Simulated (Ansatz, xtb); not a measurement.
**Two isomers of C2H2O**

Structure a is `[C]1CO1`, a singlet and structure b is `C#CO`, a singlet. Both are isolated molecules in the gas phase, relaxed with PBE0-D3(BJ)/def2-SVP.

a (Å):

```xyz
5

C     1.0411    0.2569   -1.5057
C     0.2998    1.4085   -0.9069
O     1.7127    1.0946   -0.8113
H     0.0696    2.2864   -1.5172
H    -0.2596    1.2735    0.0232
```

b (Å):

```json
{"atom": "C", "x (Å)": "-0.6416", "y (Å)": "-1.0129", "z (Å)": "0.0526"}
{"atom": "C", "x (Å)": "-0.8957", "y (Å)": "0.1583", "z (Å)": "0.2140"}
{"atom": "O", "x (Å)": "-1.1752", "y (Å)": "1.4076", "z (Å)": "0.4439"}
{"atom": "H", "x (Å)": "-0.4163", "y (Å)": "-2.0515", "z (Å)": "-0.0906"}
{"atom": "H", "x (Å)": "-1.1528", "y (Å)": "1.9071", "z (Å)": "-0.3832"}
```

Quicker runs give these differences E(b) − E(a): GFN2-xTB −134.7 kJ/mol; HF/STO-3G −41.8 kJ/mol (at GFN2-xTB geometries); r2SCAN-D4/def2-SVP −110.1 kJ/mol (at GFN2-xTB geometries).

**Question.** Estimate E(b) − E(a) at the level CCSD(T)/def2-TZVPP.

**Answer.** Calculated at CCSD(T)/def2-TZVPP: E(b) − E(a) = −110.8 kJ/mol, so structure b lies lower.

How the difference moves with the method:

| level | geometry | E(b) − E(a) (kJ/mol) | departure from the last row (kJ/mol) | job, with rough time for the two |
| --- | --- | --- | --- | --- |
| GFN2-xTB | GFN2-xTB | −134.7 | −23.9 | optimisation, 0.084 s |
| HF/STO-3G | GFN2-xTB | −41.8 | +69.0 | single point, 0.12 s |
| r2SCAN-D4/def2-SVP | GFN2-xTB | −110.1 | +0.7 | single point, 1 s |
| PBE0-D3(BJ)/def2-SVP | PBE0-D3(BJ)/def2-SVP | −109.3 | +1.5 | optimisation, 5.1 s |
| HF/def2-TZVPP | PBE0-D3(BJ)/def2-SVP | −108.3 | +2.5 | part of the CCSD(T) run |
| MP2/def2-TZVPP | PBE0-D3(BJ)/def2-SVP | −132.0 | −21.2 | part of the CCSD(T) run |
| CCSD(T)/def2-TZVPP | PBE0-D3(BJ)/def2-SVP | −110.8 |  | single point, 8.7 s |

As drawn, b has 1 C≡C, 1 O–H in place of 1 C–C, 1 C–O, 1 C–H. Structure a has a 3-membered ring, b no ring.

None of the levels shown reverses the order. The largest departure from CCSD(T)/def2-TZVPP is that of HF/STO-3G, 69.0 kJ/mol.

With harmonic frequencies from PBE0-D3(BJ)/def2-SVP (ideal gas, rigid rotor, one conformer each, 298.15 K, 1 atm): on the last row, ΔE + ΔZPE = −112.0, ΔH = −110.3, ΔG = −111.1 kJ/mol.

The correlated steps freeze 3 core orbitals. Programs: Ansatz 0.2.0, xtb 6.7.1; the last row on 1 thread of Intel(R) Xeon(R) 6975P-C (Granite Rapids) on a shared host.
